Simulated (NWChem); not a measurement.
acetic acid (C$_{2}$H$_{4}$O$_{2}$); SMILES CC(=O)O

Program: NWChem. Structure relaxed at the PBE0/def2-SVP level. One conformer.

Diagonal of the polarisability tensor at B3LYP/def2-SVPD, 589 nm: 37.83, 39.70, 26.96 bohr³.

Problem. Find the mean polarisability volume, the molar refraction, and the refractive index that an ideal gas of it would have at 273.15 K and 1 atm.

Solution. 
1. Mean: one third of the trace = 34.83 bohr³ × 0.14818 Å³/bohr³ = 5.16 Å³.
2. Molar refraction (Lorentz-Lorenz): (4π/3) N_A α = 13.0 cm³/mol.
3. Number density p/kT = 2.687 × 10⁻⁵ Å⁻³; n − 1 = 2π N α = 8.71 × 10⁻⁴.
